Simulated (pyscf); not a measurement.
One four-centre exchange on the singlet surface with elements of a group swapped. ωB97M-D3(BJ)/def2-TZVP, eV, from the separated reactants. PySCF, gas phase, ωB97X-D3(BJ)/def2-SVP geometries.

```
step                                  barrier  reaction energy  imaginary mode (i cm⁻¹)
------------------------------------  -------  ---------------  -----------------------
CH₄ + H₃C–InH–F → H₃C–InH–CH₃ + HF       1.33            +1.24                      968
CH₄ + H₃C–GaH–F -> H₃C–GaH–CH₃ + HF      1.51            +1.36                     1002
CH₄ + H₃C–AlH–Cl → H₃C–AlH–CH₃ + HCl        …                …                      663
```

Task: Some entries are withheld; supply them.

Result: 
- CH₄ + H₃C–AlH–Cl → H₃C–AlH–CH₃ + HCl, barrier: 1.89
- CH₄ + H₃C–AlH–Cl → H₃C–AlH–CH₃ + HCl, reaction energy: +1.88

Row 1: On the reactant side the descent ends in a complex, 0.19 eV under the separated species and 1.46 eV under the saddle at ωB97X-D3(BJ)/def2-TZVP. On the product side the descent ends in a complex (not fully relaxed), 0.29 eV under the separated species and 0.34 eV under the saddle at ωB97X-D3(BJ)/def2-TZVP. Row 2: On the product side the descent ends in a complex, 0.28 eV under the separated species and 0.41 eV under the saddle at ωB97X-D3(BJ)/def2-TZVP. Row 3: On the reactant side the descent ends in a complex, 0.17 eV under the separated species and 2.03 eV under the saddle at ωB97X-D3(BJ)/def2-TZVP. On the product side the descent ends in an adduct with a Al–Cl contact, 0.36 eV under the separated species and 0.27 eV under the saddle at ωB97X-D3(BJ)/def2-TZVP. Each row is the saddle that its search found. Elements up to Kr have no core potential and no relativistic terms here. Elements past Kr carry the def2 core potentials, without spin-orbit coupling.
